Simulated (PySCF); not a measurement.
Molecule (SMILES): OO (H2O2).
Geometry (B3LYP-D3(BJ)/def2-TZVP, fixed):
```xyz
4

O      0.0155     0.7238    -0.0702
O     -0.0112    -0.7261    -0.0419
H      0.8057     0.8967     0.4614
H     -0.8394    -0.8786     0.4355
```
Charge 0, spin multiplicity 1.

Basis-set convergence of the isotropic shielding of H3 at HF with PySCF. GIAO, no density fitting; atoms are numbered in the order shown. All functions are spherical. No added dispersion term, no relativity. Reference: the value in pcseg-3, 25.36 ppm, itself unsure by roughly 0.15 ppm (its distance from pcSseg-2). Deviations are taken from unrounded values.

| basis | functions | isotropic shielding of H3 (ppm) | minus reference (ppm) |
|---|---|---|---|
| pcSseg-0 | 22 | 27.84 | 2.48 |
| def2-SV(P) | 32 | 27.41 | 2.05 |
| 6-31+G* | 40 | 26.52 | 1.16 |
| pcSseg-1 | 44 | 25.67 | 0.31 |
| def2-SVPD | 62 | 25.94 | 0.58 |
| aug-pcseg-1 | 64 | 25.90 | 0.54 |
| pcseg-2 | 88 | 25.61 | 0.25 |
| aug-cc-pVTZ | 138 | 25.60 | 0.24 |
| def2-QZVPPD | 198 | 25.44 | 0.08 |
